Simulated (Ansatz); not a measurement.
The input, for Ansatz 0.2.0:

```yaml
crystal:
  periodic: [false, false, false]
  atoms:
    - {symbol: P, position_ang: [0.000000, -0.046995, 0.009388]}
    - {symbol: H, position_ang: [0.000000, 0.806873, -1.537608]}
    - {symbol: H, position_ang: [0.000000, 0.637270, 1.249106]}
basis:
  gaussian: {orbitals: cc-pVDZ}
total_charge: 1
magnetization: {spin_polarized: true, initial_magnetization: 2}
correlation: {method: ccsd_t, electrons: outside_noble_gas}
```

```sh
$ ansatz run in.yaml --threads 1 --pin off --events-out ev --progress --plain --max-ram 2393MiB
```

The program prints:

```
283 factors; integrals over basis functions are off by at most 1.1e-3 eV
mean field evaluation 1: about -9292.0131 eV, gradient 6.4e0 eV
mean field evaluation 2: about -9292.0143 eV, gradient 6.4e0 eV
mean field evaluation 4: about -9292.5335 eV, gradient 8.0e-1 eV
mean field evaluation 8: about -9292.5486 eV, gradient 4.3e-3 eV
mean field evaluation 16: about -9292.5486 eV, gradient 6.2e-6 eV
mean field -9292.54855970 eV, -341.4948608534 hartree, gradient 6.2e-6 eV, S^2 2.011338; 0 other end points of the search recorded, 0 dependent functions left out
5 core orbitals not correlated: weight in the atoms' cores, before any rotation towards them, 1.000 or more for the frozen orbitals, at most 0.000 for the correlated occupied ones
reference -9292.54855970 eV, -341.4948608534 hartree; 4, 2 occupied and 19, 21 virtual orbitals, 283 factors
second order -2.27081720 eV of doubles, -0.00000000 eV of singles
cycle   1  -2.73764776 eV  change   -4.7e-1 eV  update   5.7e-2
cycle   2  -2.94888938 eV  change   -2.1e-1 eV  update   2.5e-2
cycle   3  -2.96475882 eV  change   -1.6e-2 eV  update   8.2e-3
cycle   4  -2.96723759 eV  change   -2.5e-3 eV  update   2.9e-3
cycle   5  -2.96739144 eV  change   -1.5e-4 eV  update   1.2e-3
cycle   6  -2.96726426 eV  change    1.3e-4 eV  update   3.7e-4
cycle   7  -2.96742104 eV  change   -1.6e-4 eV  update   1.5e-4
cycle   8  -2.96740435 eV  change    1.7e-5 eV  update   7.7e-5
cycle   9  -2.96736971 eV  change    3.5e-5 eV  update   3.6e-5
cycle  10  -2.96738913 eV  change   -1.9e-5 eV  update   1.4e-5
cycle  11  -2.96739207 eV  change   -2.9e-6 eV  update   6.3e-6
perturbative correction -0.07354550 eV, -0.0027027474 hartree
Total energy: -9295.58949728 eV, -341.6066132481 hartree
```

For the same geometry and basis full CI lies 26.0 meV lower.

Ran on 1 thread of Arm Neoverse V2, shared host: 0.3 s wall, 0.07 GiB peak host memory.
